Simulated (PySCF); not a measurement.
Isomers of C4H5NO, mass 83.037 u with the commonest isotopes. Theory: CAM-B3LYP/def2-SVPD in PySCF (dipole) on a GFN2-xTB geometry, gas phase. One conformer each, none proved a minimum here; rigid rotors.

Question: Order these by radius of gyration √(Σ m r²/M), smallest first.
A. `c1(C)conc1`
B. `[CH:1]#[C:2][C:3](=[O:4])[NH:5][CH3:6]` with C2–C3–N5–C6 180°
C. `Cc1ccon1` (3-methylisoxazole)
D. `[CH3:1][C:2](=[O:3])[CH2:4][C:5]#[N:6]` with C1–C2–C4–C5 -52°

Answer: C (1.530 Å), A (1.547 Å), D (1.775 Å), B (1.794 Å).

Question: Order these by rotational constant C, largest first.
A. `Cc1cnoc1`
B. `[CH3:1][C:2](=[O:3])[CH2:4][C:5]#[N:6]` with C1–C2–C4–C5 -52°
C. `[CH:1]#[C:2][C:3](=[O:4])[NH:5][CH3:6]` with C2–C3–N5–C6 180°
D. 3-methylisoxazole, `Cc1ccon1`

Answer: D (2623 MHz), A (2562 MHz), B (2046 MHz), C (1903 MHz).

Question: Order these by dipole moment, largest first.
A. `[CH3:1][C:2](=[O:3])[CH2:4][C:5]#[N:6]` with C1–C2–C4–C5 -52°
B. `Cc1ccon1` (3-methylisoxazole)
C. `CC1=CON=C1`
D. `[CH:1]#[C:2][C:3](=[O:4])[NH:5][CH3:6]` with C2–C3–N5–C6 180°

Answer: D (3.98 D), C (3.49 D), B (3.10 D), A (2.87 D).

```tsv
SMILES	point group	Ia (u·Å²)	Ib (u·Å²)	Ic (u·Å²)	κ	μa (D)	μb (D)	μc (D)
CC(=O)CC#N	C1	68.82	207.53	247.05	-0.85	1.16	0.44	2.59
Cc1cnoc1	Cs	54.27	146.10	197.25	-0.73	3.44	0.62	0.00
C#CC(=O)NC	Cs	55.93	212.89	265.63	-0.87	0.21	3.98	0.01
Cc1ccon1	–	54.05	141.79	192.70	-0.72	0.65	3.03	0.01
```
